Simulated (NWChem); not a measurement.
Program: NWChem. System: HO, charge 0, spin multiplicity 2, at the geometry of a parent with another charge or spin, in a state set for the comparison that need not be this species' ground state. Its SCF solution wasn't tested for a lower state. Level: UHF/def2-TZVPD.

Output (cleaned and shortened):

```
             Northwest Computational Chemistry Package (NWChem) 7.3.0
             --------------------------------------------------------

                                NWChem Input Module
                                -------------------

 Scaling coordinates for geometry "geometry" by  1.889725989
 (inverse scale =  0.529177249)

 Turning off AUTOSYM since
 SYMMETRY directive was detected!

                             Geometry "geometry" -> ""
                             -------------------------

 Output coordinates in angstroms (scale by  1.889725989 to convert to a.u.)

  No.       Tag          Charge          X              Y              Z
 ---- ---------------- ---------- -------------- -------------- --------------
    1 O                    8.0000     0.00000000     0.00000000     0.10895900
    2 H                    1.0000     0.00000000     0.00000000    -0.87167200

 Effective nuclear repulsion energy (a.u.)       4.3170346359

            Nuclear Dipole moment (a.u.)
            ----------------------------
        X                 Y               Z
 ---------------- ---------------- ----------------
     0.0000000000     0.0000000000     0.0000000000

      Symmetry information
      --------------------

 Group name             C2v
 Group number             16
 Group order               4
 No. of unique centers     2

      Symmetry unique atoms

     1    2


 Summary of "ao basis" -> "" (spherical)
 ------------------------------------------------------------------------------
       Tag                 Description            Shells   Functions and Types
 ---------------- ------------------------------  ------  ---------------------
 *                         def2-tzvpd                 on all atoms

 Summary of "ao basis" -> "ao basis" (spherical)
 ------------------------------------------------------------------------------
       Tag                 Description            Shells   Functions and Types
 ---------------- ------------------------------  ------  ---------------------
 O                         def2-tzvpd               14       40   6s4p3d1f
 H                         def2-tzvpd                5        9   3s2p

                                 NWChem SCF Module
                                 -----------------

  ao basis        = "ao basis"
  functions       =    49
  atoms           =     2
  alpha electrons =     5
  beta  electrons =     4
  charge          =   0.00
  wavefunction    = UHF
  use symmetry    = T
  symmetry adapt  = T

 Summary of "ao basis" -> "ao basis" (spherical)
 ------------------------------------------------------------------------------
       Tag                 Description            Shells   Functions and Types
 ---------------- ------------------------------  ------  ---------------------
 O                         def2-tzvpd               14       40   6s4p3d1f
 H                         def2-tzvpd                5        9   3s2p

      Symmetry analysis of basis
      --------------------------

        a1         23
        a2          4
        b1         11
        b2         11

 Forming initial guess at       0.2s

   Symmetry analysis of molecular orbitals - initial alpha
   -------------------------------------------------------

  Numbering of irreducible representations:

     1 a1          2 a2          3 b1          4 b2

  Orbital symmetries:

     1 a1          2 a1          3 a1          4 b1          5 b2
     6 a1          7 b1          8 b2          9 a1         10 a1
    11 b1         12 b2         13 a1         14 a2         15 a1

   Symmetry analysis of molecular orbitals - initial beta
   ------------------------------------------------------

  Numbering of irreducible representations:

     1 a1          2 a2          3 b1          4 b2

  Orbital symmetries:

     1 a1          2 a1          3 a1          4 b2          5 b1
     6 a1          7 b2          8 a1          9 b1         10 a1
    11 b2         12 b1         13 a1         14 a2         15 a1

 Starting SCF solution at       0.2s

 ----------------------------------------------
         Quadratically convergent UHF

 Convergence threshold     :          1.000E-07
[...]
   Bfn.  Coefficient  Atom+Function         Bfn.  Coefficient  Atom+Function
  ----- ------------  ---------------      ----- ------------  ---------------
     7      0.499948  1 O  px                10      0.452522  1 O  px
    13      0.234312  1 O  px

 Vector    5  Occ=1.000000D+00  E=-5.613118D-01  Symmetry=b2
              MO Center= -4.0D-16,  3.3D-15,  7.8D-02, r^2= 6.1D-01
   Bfn.  Coefficient  Atom+Function         Bfn.  Coefficient  Atom+Function
  ----- ------------  ---------------      ----- ------------  ---------------
     8      0.485060  1 O  py                11      0.435027  1 O  py
    14      0.266835  1 O  py

 Vector    6  Occ=0.000000D+00  E= 7.515132D-02  Symmetry=a1
              MO Center=  1.2D-15,  8.9D-16, -1.6D+00, r^2= 5.2D+00
   Bfn.  Coefficient  Atom+Function         Bfn.  Coefficient  Atom+Function
  ----- ------------  ---------------      ----- ------------  ---------------
     6      3.004829  1 O  s                 43     -2.830965  2 H  s
    49     -1.053556  2 H  pz                18     -0.942311  1 O  pz
     5      0.599776  1 O  s                 15     -0.471297  1 O  pz
     4     -0.232832  1 O  s                 12      0.150024  1 O  pz

 Vector    7  Occ=0.000000D+00  E= 1.255827D-01  Symmetry=b1
              MO Center= -2.0D-16, -8.0D-32,  3.2D-01, r^2= 8.7D+00
   Bfn.  Coefficient  Atom+Function         Bfn.  Coefficient  Atom+Function
  ----- ------------  ---------------      ----- ------------  ---------------
    16      1.418411  1 O  px                47     -0.429174  2 H  px
    13     -0.216690  1 O  px                32      0.159705  1 O  d  1

 Vector    8  Occ=0.000000D+00  E= 1.330327D-01  Symmetry=b2
              MO Center= -6.2D-30, -6.9D-17,  3.4D-01, r^2= 8.8D+00
   Bfn.  Coefficient  Atom+Function         Bfn.  Coefficient  Atom+Function
  ----- ------------  ---------------      ----- ------------  ---------------
    17      1.446566  1 O  py                48     -0.463962  2 H  py
    14     -0.237419  1 O  py                30     -0.165252  1 O  d -1

                     UHF Final Beta Molecular Orbital Analysis
                     -----------------------------------------

 Vector    2  Occ=1.000000D+00  E=-1.226795D+00  Symmetry=a1
              MO Center= -6.6D-16,  3.9D-16, -8.9D-02, r^2= 4.9D-01
   Bfn.  Coefficient  Atom+Function         Bfn.  Coefficient  Atom+Function
  ----- ------------  ---------------      ----- ------------  ---------------
     4      0.480478  1 O  s                  3      0.336096  1 O  s
     2     -0.235430  1 O  s                  5      0.173390  1 O  s

 Vector    3  Occ=1.000000D+00  E=-6.358238D-01  Symmetry=a1
              MO Center= -6.7D-16, -1.1D-16,  3.5D-02, r^2= 7.6D-01
   Bfn.  Coefficient  Atom+Function         Bfn.  Coefficient  Atom+Function
  ----- ------------  ---------------      ----- ------------  ---------------
     9      0.381601  1 O  pz                12      0.333188  1 O  pz
    42     -0.235794  2 H  s                  4      0.186548  1 O  s
     5      0.177070  1 O  s                 15      0.159728  1 O  pz
    41     -0.157399  2 H  s

 Vector    4  Occ=1.000000D+00  E=-5.128111D-01  Symmetry=b2
              MO Center= -1.8D-15, -3.6D-15,  7.6D-02, r^2= 6.6D-01
   Bfn.  Coefficient  Atom+Function         Bfn.  Coefficient  Atom+Function
  ----- ------------  ---------------      ----- ------------  ---------------
     8      0.469472  1 O  py                11      0.423824  1 O  py
    14      0.291453  1 O  py

 Vector    5  Occ=0.000000D+00  E= 5.972396D-02  Symmetry=b1
              MO Center= -1.6D-15, -3.2D-15,  4.0D-02, r^2= 3.9D+00
   Bfn.  Coefficient  Atom+Function         Bfn.  Coefficient  Atom+Function
  ----- ------------  ---------------      ----- ------------  ---------------
    16      0.692860  1 O  px                10      0.239229  1 O  px
     7      0.234976  1 O  px                13      0.184449  1 O  px

 Vector    6  Occ=0.000000D+00  E= 7.850378D-02  Symmetry=a1
              MO Center=  1.1D-15,  6.2D-15, -1.6D+00, r^2= 5.4D+00
   Bfn.  Coefficient  Atom+Function         Bfn.  Coefficient  Atom+Function
  ----- ------------  ---------------      ----- ------------  ---------------
     6      3.072035  1 O  s                 43     -2.947216  2 H  s
    49     -1.079710  2 H  pz                18     -0.982981  1 O  pz
     5      0.630921  1 O  s                 15     -0.483439  1 O  pz
     4     -0.231085  1 O  s

 Vector    7  Occ=0.000000D+00  E= 1.345994D-01  Symmetry=b2
              MO Center= -5.7D-17, -7.8D-15,  3.5D-01, r^2= 8.8D+00
   Bfn.  Coefficient  Atom+Function         Bfn.  Coefficient  Atom+Function
  ----- ------------  ---------------      ----- ------------  ---------------
    17      1.457893  1 O  py                48     -0.478714  2 H  py
    14     -0.248561  1 O  py                30     -0.167502  1 O  d -1

 center of mass
 --------------
 x =   0.00000000 y =   0.00000000 z =   0.09606006

 moments of inertia (a.u.)
 ------------------
           3.255794984268           0.000000000000           0.000000000000
           0.000000000000           3.255794984268           0.000000000000
           0.000000000000           0.000000000000           0.000000000000

  Mulliken analysis of the total density
  --------------------------------------

    Atom       Charge   Shell Charges
 -----------   ------   -------------------------------------------------------
    1 O    8     8.35   0.79  1.18  0.61  1.00  0.33  0.00  1.76  1.85  0.79  0.02  0.00  0.01  0.00  0.00
    2 H    1     0.65   0.24  0.33  0.04  0.04 -0.00

  Mulliken analysis of the alpha density
  --------------------------------------

    Atom       Charge   Shell Charges
 -----------   ------   -------------------------------------------------------
    1 O    8     4.70   0.40  0.59  0.31  0.51  0.15 -0.00  1.11  1.15  0.46  0.01  0.00  0.01  0.00  0.00
    2 H    1     0.30   0.11  0.15  0.02  0.02 -0.00

   Mulliken analysis of the beta density
   -------------------------------------

    Atom       Charge   Shell Charges
 -----------   ------   -------------------------------------------------------
    1 O    8     3.64   0.40  0.59  0.29  0.49  0.18  0.00  0.65  0.70  0.33  0.01  0.00  0.01  0.00  0.00
    2 H    1     0.36   0.13  0.19  0.02  0.02  0.00

   Mulliken analysis of the spin density
   -------------------------------------

    Atom       Charge   Shell Charges
 -----------   ------   -------------------------------------------------------
    1 O    8     1.06   0.00 -0.00  0.02  0.02 -0.03 -0.00  0.46  0.45  0.13  0.00 -0.00  0.00  0.00 -0.00
    2 H    1    -0.06  -0.01 -0.04 -0.01  0.00 -0.01

       Multipole analysis of the density wrt the origin
       ------------------------------------------------

     L   x y z        total         alpha         beta         nuclear
     -   - - -        -----         -----         ----         -------
     0   0 0 0     -0.000000     -5.000000     -4.000000      9.000000

     1   1 0 0      0.000000     -0.000000      0.000000      0.000000
     1   0 1 0     -0.000000     -0.000000      0.000000      0.000000
     1   0 0 1     -0.695411     -0.448672     -0.246739      0.000000

     2   2 0 0     -4.023216     -2.595239     -1.427976      0.000000
     2   1 1 0      0.000000      0.000000      0.000000      0.000000
     2   1 0 1      0.000000     -0.000000      0.000000      0.000000
     2   0 2 0     -5.030128     -2.614614     -2.415514      0.000000
     2   0 1 1      0.000000      0.000000      0.000000      0.000000
     2   0 0 2     -3.335788     -3.269883     -3.118409      3.052505

 Task  times  cpu:        0.8s     wall:        0.8s

 Total times  cpu:        0.9s     wall:        0.9s
```

Question: Write an NWChem input that would produce this output.

Answer: Several could match; the one computed here: 
```
start mol
memory heap 200 mb stack 800 mb global 1000 mb
geometry units angstroms nocenter noautoz
  O      0.000000     0.000000     0.108959
  H      0.000000     0.000000    -0.871672
  symmetry group C2v
end
basis spherical
  * library def2-tzvpd
end
scf
  uhf
  nopen 1
  maxiter 100
  thresh 1e-7
  semidirect memsize 60000000 filesize 0
  # guess.movecs holds the orbitals of an unrestricted PBE0 run
  vectors input guess.movecs output mol.movecs
end
task scf energy
```
